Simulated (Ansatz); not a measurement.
**Down a group: vertical spin gaps of HSiCl, HGeCl**

Ansatz 0.2.0, basis cc-pVDZ; geometries are PBE0/def2-TZVP minima. Wave-function levels freeze the cores with the filled d shells of p-block atoms; HF, MP2 and coupled cluster are restricted for singlets and unrestricted otherwise, restricted open-shell where a d shell is frozen, Kohn–Sham unrestricted where that lies lower. The reference is CCSDT(Q) or CCSDTQ (coupled cluster only where its series has nearly closed). Semilocal and hybrid functionals correlate all electrons outside any core potential and usually lie nearer their basis limit than the reference, so part of their error here is the reference's basis and frozen-core error; RPA and the MP2 part of double hybrids freeze the same cores as the reference. An error is the level's value less the reference. None of these values is a measured one. Energies are electronic, without zero-point terms. No spin–orbit coupling and no scalar relativity. The set is small: such energies can lie up to about 0.3 eV from the limit, spin gaps mostly less, so near ties and functionals' places can change in larger sets. The species are chosen: bound, without strong static correlation by their natural occupations or amplitudes, in their lowest spin state as far as vertical gaps and like structures tell, and with a ladder that closes on the reference, so errors are smaller than for species at large; levels whose determinant breaks symmetry or spin markedly are left out.

| species | bonds (Å) | quantity | symmetry of the states | reference | value (kJ/mol) | error CCSD(T) | error CCSDT | error PBE | error B3LYP | error RPA-PBE |
| --- | --- | --- | --- | --- | --- | --- | --- | --- | --- | --- |
| HSiCl, singlet | Si–Cl 2.077, Si–H 1.529, angle at Si 95° | triplet less singlet, vertical | A' / A'' | CCSDTQ | 160.3 | 0.1 | -0.2 | -16.2 | 0.5 | 9.2 |
| HGeCl, singlet | Cl–Ge 2.183, Ge–H 1.600, angle at Ge 94° | triplet less singlet, vertical | A' / A'' | CCSDT(Q) | 178.0 | 0.2 | -0.2 | -2.4 | 10.6 | 6.3 |

The reference rises from Si to Ge, by 17.7 kJ/mol in all.
